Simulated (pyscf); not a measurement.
PySCF, gas phase, ωB97X-D3(BJ)/def2-SVP geometries. MP2 and CC: frozen core, UHF for open shells. ΔMP2 is the change of the MP2 total energy from the triple- to the quadruple-zeta basis.

**Question.** Estimate the classical barrier height and the reaction energy of H₃Si–O–PH₂ + silylene (SiH₂) [singlet] → H₃Si–O–SiH₂–PH₂ at CCSD(T)/def2-TZVPP + ΔMP2(QZVPP). The step runs on the singlet surface, breaks O–P and forms P–Si, O–Si; take the separated reactants as zero.

**Answer.** ΔE‡ = -29.8 kJ/mol, ΔE = -366.9 kJ/mol. Zero-point energy shifts the barrier by +11.3 kJ/mol. It is an insertion, with an imaginary mode of 466i cm⁻¹. On the reactant side the descent ends in an adduct with a O–Si contact, 83.7 kJ/mol under the separated species and 37.2 kJ/mol under the saddle at ωB97X-D3(BJ)/def2-TZVP. At CCSD(T) the saddle lies under the separated reactants, which points to a path from their complex (located at ωB97X-D3(BJ) alone). What is counted as formed (O–Si) is already present as a longer contact in the reactant adduct; forming that adduct is a step of its own. At ωB97X-D3(BJ) the barrier from the zero used here is -46.5 kJ/mol. H₃Si–O–PH₂ lies 23.9 kJ/mol over its isomer HO–SiH₂–PH₂ (electronic energy, ωB97M-D3(BJ)). This is the saddle that the search found; another between the same sides may lie lower. The CCSD(T) − MP2 part came from Ansatz, without density fitting, on the same reference.
